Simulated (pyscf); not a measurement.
# Hydrogen abstraction: H₂B–OH + H• -> [HB–OH]• + H₂

Gas phase, doublet surface, charge 0. Bonds broken: B1–H3. Bonds formed: H3–H6. PySCF, gas phase, ωB97X-D3(BJ)/def2-SVP geometries.

Transition state (Å):

```xyz
6

B     -0.3612     0.7461    -0.3695
O      0.6224     0.3518    -1.1861
H     -0.0467     0.3736     1.1376
H     -1.3635     1.3301    -0.7366
H      0.4860     0.5644    -2.1195
H      0.2201     0.1329     1.9719
```

One imaginary mode, 788i cm⁻¹; descent along it reached the two sides named.

```
bond   change  reactant side (Å)  saddle  product side
-----  ------  -----------------  ------  ------------
B1–H3  breaks              1.209   1.584           3.1
H3–H6   forms                3.6   0.908         0.761
```

Electronic energies relative to the separated reactants (kcal/mol):

```csv
level,barrier,reaction energy,reverse barrier
ωB97X-D3(BJ)/def2-TZVP,11.3,+3.9,7.4
PBE/def2-TZVP,6.0,+1.4,4.6
r²SCAN/def2-TZVP,5.1,-1.4,6.5
B3LYP-D3(BJ)/def2-TZVP,6.5,+0.1,6.3
PBE0-D3(BJ)/def2-TZVP,8.4,+2.6,5.8
M06-2X/def2-TZVP,12.4,+1.0,11.4
ωB97M-D3(BJ)/def2-TZVP,11.6,+3.9,7.8
HF/def2-TZVP,22.9,+5.4,17.5
```

With ωB97M-D3(BJ)/def2-TZVP energies and thermal terms (ideal gas, 1 atm, RRHO with modes under 100 cm⁻¹ raised to 100, one conformer, R ln 2 for chiral ones without a mode under 150 cm⁻¹), in kcal/mol:

```csv
T (K),ΔH‡,ΔG‡,ΔH,ΔG
298,10.1,16.0,+3.3,+2.0
600,9.9,22.1,+3.5,+0.6
900,9.7,28.2,+3.3,-0.8
1200,9.6,34.4,+2.8,-2.0
```

[HB–OH]• lies 5.8 kcal/mol over its isomer H₂B–O• (electronic energy, ωB97M-D3(BJ)/def2-TZVP). This is the saddle that the search found; another between the same sides may lie lower. The angle at the transferred H is 174°.
